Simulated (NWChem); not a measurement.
# trimethylamine (C₃H₉N); SMILES CN(C)C

Computed with NWChem. Pople sets run with spherical d functions. STO-3G and 3-21G are far too small for this property and stand as cheap habits. Coordinates come from a PBE-D3(BJ)/def2-SVP optimisation. Vertical excitations in the gas phase; the lowest state need not have the same character in each row.

```
level               basis functions  lowest excitation, singlet (eV)  oscillator strength of that lowest state  orbital gap (eV)
------------------  ---------------  -------------------------------  ----------------------------------------  ----------------
PBE0/3-21G, TDA                  54                             7.21                                     0.044              8.65
PBE0/6-31G*, TDA                 74                       (withheld)                                (withheld)        (withheld)
PBE0/6-31+G*, TDA                90                             5.46                                     0.032              6.57
PBE0/def2-SVP, TDA              101                             6.37                                     0.056              7.67
```

Fill in the missing entries.


- PBE0/6-31G*, TDA, lowest excitation, singlet (eV): 7.00
- PBE0/6-31G*, TDA, oscillator strength of that lowest state: 0.039
- PBE0/6-31G*, TDA, orbital gap (eV): 8.43
